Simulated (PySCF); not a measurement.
# AlNH3 (SMILES [NH2][AlH]) at UPBE/STO-3G

Aim: the energy change on altering one bond length of AlNH3 at UPBE/STO-3G, from 2 runs. 

The results are computed with PySCF 2.14.0.

11 further runs of the same task are left out: 11 set aside as unsound or not needed.

**1. Starting point**

The species is AlNH3 (5 atoms), meant as a doublet with charge 0. As SMILES, `[NH2][AlH]`. The coordinates come from a PBE0-D4/def2-TZVP relaxation. This is one conformer, not always the lowest.

Bond lengths: N1–Al2 1.774 Å, N1–H3 1.007 Å, N1–H4 1.009 Å, Al2–H5 1.604 Å. Angles: N1–Al2–H5 115.7°, Al2–N1–H3 125.4°, Al2–N1–H4 124.3°, H3–N1–H4 110.2°.

**2. A single-point energy at UPBE/STO-3G**

run.py

```python
# [NH2][AlH]
from pyscf import gto, dft

molecule = gto.M(
    atom='''
N       -0.116600      -0.660800       0.175100
Al       0.836600       0.833900       0.120800
H        0.148500      -1.505300       0.655500
H       -1.010300      -0.782800      -0.277400
H        0.191800       2.041400      -0.715400
''',
    basis='sto-3g',
    verbose=3,
    spin=1,
    max_memory=1860,
)

mf = dft.UKS(molecule)
mf.xc = 'pbe'
mf.conv_tol = 1e-10
mf.grids.level = 5
mf.kernel()
if not mf.converged:
    mf = mf.newton().run(mf.mo_coeff, mf.mo_occ)

e_final = mf.e_tot
print('E(%s) = %.9f' % ('PBE', e_final))
```

On the command line:

```
$ OMP_NUM_THREADS=1 python run.py
```

Output:

```text
WARN: HOMO -0.0912846717398693 >= LUMO -0.0912846717398694

converged SCF energy = -295.032260349572  <S^2> = 0.75246772  2S+1 = 2.0024662
E(PBE) = -295.032260350
```

Run time: 3.9 s. Hardware: 1 thread of Arm Neoverse V1, shared host; peak memory 0.2 GiB.

**3. The distorted shape, same level**

start.xyz

```xyz
5
AlH3N
N      0.062181    -0.636394     0.265621
Al     1.015381     0.858306     0.211321
H      0.327281    -1.480894     0.746021
H     -1.010300    -0.782800    -0.277400
H      0.370581     2.065806    -0.624879
```

calc.py

```python
from pyscf import gto, dft

mol = gto.Mole()
mol.atom = 'start.xyz'
mol.spin = 1
mol.charge = 0
mol.verbose = 4
mol.basis = 'sto-3g'
mol.max_memory = 1860
mol.build()

calc0 = dft.UKS(mol, xc='pbe')
calc0.grids.level = 5
calc0.conv_tol = 1e-10
calc0.kernel()
if not calc0.converged:
    calc0 = calc0.newton().run(calc0.mo_coeff, calc0.mo_occ)

etot = calc0.e_tot
print(f'total energy: {etot:.8f} hartree')
```

On the command line:

```
$ OMP_NUM_THREADS=1 python calc.py
```

Output:

```text
PySCF version 2.14.0

[INPUT] num. atoms = 5
[INPUT] num. electrons = 23
[INPUT] charge = 0
[INPUT] spin (= nelec alpha-beta = 2S) = 1
[INPUT] symmetry False subgroup None
[INPUT] Mole.unit = angstrom
[INPUT] Symbol           X                Y                Z      unit          X                Y                Z       unit  Magmom
[INPUT]  1 N      0.062181000000  -0.636394000000   0.265621000000 AA    0.117505060152  -1.202610367316   0.501950942933 Bohr   0.0
[INPUT]  2 Al     1.015381000000   0.858306000000   0.211321000000 AA    1.918792002087   1.621963271071   0.399338814369 Bohr   0.0
[INPUT]  3 H      0.327281000000  -1.480894000000   0.746021000000 AA    0.618471455774  -2.798484079512   1.409775373174 Bohr   0.0
[INPUT]  4 H     -1.010300000000  -0.782800000000  -0.277400000000 AA   -1.909190303648  -1.479277610310  -0.524210026954 Bohr   0.0
[INPUT]  5 H      0.370581000000   2.065806000000  -0.624879000000 AA    0.700296596967   3.903807566483  -1.180850170992 Bohr   0.0

nuclear repulsion = 45.4160102420441
number of shells = 11
number of NR pGTOs = 51
number of NR cGTOs = 17
basis = sto-3g
ecp = {}

******** <class 'pyscf.dft.uks.UKS'> ********
method = UKS
initial guess = minao
damping factor = 0
level_shift factor = 0
DIIS = <class 'pyscf.scf.diis.CDIIS'>
diis_start_cycle = 1
diis_space = 8
diis_damp = 0
SCF conv_tol = 1e-10
SCF conv_tol_grad = None
SCF max_cycles = 50
direct_scf = True
direct_scf_tol = 1e-13
number electrons alpha = 12  beta = 11
XC library pyscf.dft.libxc version 7.0.0
    S. Lehtola, C. Steigemann, M. J.T. Oliveira, and M. A.L. Marques.,  SoftwareX 7, 1–5 (2018)
XC functionals = pbe
    J. P. Perdew, K. Burke, and M. Ernzerhof.,  Phys. Rev. Lett. 77, 3865 (1996)
    J. P. Perdew, K. Burke, and M. Ernzerhof.,  Phys. Rev. Lett. 78, 1396 (1997)
    J. P. Perdew, K. Burke, and M. Ernzerhof.,  Phys. Rev. Lett. 77, 3865 (1996)
    J. P. Perdew, K. Burke, and M. Ernzerhof.,  Phys. Rev. Lett. 78, 1396 (1997)
radial grids:
    Treutler-Ahlrichs [JCP 102, 346 (1995); DOI:10.1063/1.469408] (M4) radial grids

becke partition: Becke, JCP 88, 2547 (1988); DOI:10.1063/1.454033
pruning grids: <function nwchem_prune>
grids dens level: 5
symmetrized grids: False
atomic radii adjust function: <function treutler_atomic_radii_adjust>
small_rho_cutoff = 0
Set gradient conv threshold to 1e-05
tot grids = 155784
init E= -294.81137025334
[... the frontier-level lines of each cycle are left out ...]


cycle= 1 E= -294.892281640207  delta_E= -0.0809  |g|= 0.421  |ddm|= 1.96
cycle= 2 E= -293.617283732412  delta_E= 1.27  |g|= 1.25  |ddm|=  2.4
cycle= 3 E= -294.999871091896  delta_E= -1.38  |g|= 0.116  |ddm|= 2.19
cycle= 4 E= -295.016699276169  delta_E= -0.0168  |g|= 0.0196  |ddm|= 0.383
cycle= 5 E= -295.017141595495  delta_E= -0.000442  |g|= 0.00684  |ddm|= 0.0675
cycle= 6 E= -295.017191514923  delta_E= -4.99e-05  |g|= 0.00187  |ddm|= 0.0192
cycle= 7 E= -295.017194862998  delta_E= -3.35e-06  |g|= 0.000332  |ddm|= 0.00433
cycle= 8 E= -295.017194968536  delta_E= -1.06e-07  |g|= 8.24e-05  |ddm|= 0.000712
cycle= 9 E= -295.017194977028  delta_E= -8.49e-09  |g|= 1.26e-05  |ddm|= 0.000219
cycle= 10 E= -295.017194977294  delta_E= -2.66e-10  |g|= 2.45e-06  |ddm|= 4.33e-05
cycle= 11 E= -295.017194977301  delta_E= -7.5e-12  |g|= 3.14e-07  |ddm|= 7.12e-06
Extra cycle  E= -295.017194977302  delta_E= -3.98e-13  |g|= 1.79e-07  |ddm|= 1.26e-06
converged SCF energy = -295.017194977302  <S^2> = 0.75285945  2S+1 = 2.0028574
total energy: -295.01719498 hartree
```

It took 3.9 s on 1 thread of Arm Neoverse V1, shared host; peak memory 0.19 GiB.

**4. Summary of results**

Level: UPBE/STO-3G.

| quantity | value |
| --- | --- |
| first shape: total energy | -295.03226 Eh |
| first shape: dipole moment | 1.32 D |
| first shape: HOMO energy (highest over α and β) | 0.12 eV |
| first shape: LUMO energy (lowest over α and β) | 2.16 eV |
| first shape: ⟨S²⟩ | 0.752 |
| distorted shape: total energy | -295.01719 Eh |
| distorted shape: dipole moment | 1.39 D |
| distorted shape: HOMO energy (highest over α and β) | 0.00 eV |
| distorted shape: LUMO energy (lowest over α and β) | 1.98 eV |
| distorted shape: ⟨S²⟩ | 0.753 |
| energy change with the N1–H4 bond stretched from 1.009 to 1.211 Å | 0.410 eV |

What this shows: With the N1–H4 bond stretched from 1.009 to 1.211 Å the energy rises by 0.41 eV (9.5 kcal/mol). The first shape isn't relaxed at this level, so the change isn't measured from a minimum. The minimal basis adds a large error of its own. Mulliken charges (first shape) run from -0.60 on N1 to +0.56 on Al2.
